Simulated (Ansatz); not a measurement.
Job for Ansatz (an electronic-structure program): R-BLYP/def2-TZVPPD on C2H4 (SMILES C=C). Files ending in .json are basis or fitting sets from the Basis Set Exchange.

Ansatz 0.2 input:
```yaml
crystal:
  periodic: [false, false, false]
  atoms:
    - {symbol: H, position_ang: [-0.92396100, 1.23195600, 1.75000000]}
    - {symbol: H, position_ang: [0.92396100, 1.23195600, 1.75000000]}
    - {symbol: H, position_ang: [0.92396100, -1.23195600, 1.75000000]}
    - {symbol: H, position_ang: [-0.92396100, -1.23195600, 1.75000000]}
    - {symbol: C, position_ang: [0.00000000, 0.66717600, 1.75000000]}
    - {symbol: C, position_ang: [-0.00000000, -0.66717600, 1.75000000]}
basis:
  gaussian:
    orbitals: def2-TZVPPD.json
hamiltonian:
  xc: {name: BLYP}
scf: {lower_state_search: off}
```

The log:

```
WARN ansatz: RAYON_NUM_THREADS=2 ignored (pool sized by the plan → 2); use --threads N
Functional definition: BLYP
these checks for a lower state are left out or cut short: stability, starts, cluster_reference, orbital_swaps, neighbouring_geometries, increment
integrals: 0.03 GiB planned
584 factors; their error is unknown
mean field: 0.36 GiB planned
mean field evaluation 1: about -2129.6069 eV, gradient 5.9e1 eV
mean field evaluation 2: about -2116.1670 eV, gradient 8.9e1 eV
mean field evaluation 4: about -2138.2236 eV, gradient 1.0e0 eV
mean field evaluation 8: about -2138.2033 eV, gradient 5.4e-1 eV
mean field evaluation 16: about -2138.2037 eV, gradient 1.1e-6 eV
mean field -2138.20367795 eV, -78.5775358380 hartree, gradient 9.9e-6 eV, S^2 0.000000; 0 other end points of the search recorded, 0 dependent functions left out
reference -2138.20396481 eV, -78.5775463800 hartree; 8, 8 occupied and 134, 134 virtual orbitals, 584 factors
Total energy: -2138.20396481 eV, -78.5775463800 hartree
Checks for a lower state left out: stability, starts, cluster_reference, orbital_swaps, neighbouring_geometries, increment
```

The calculation finished and met its thresholds.

Cost: around 1.2 core-seconds (rough).
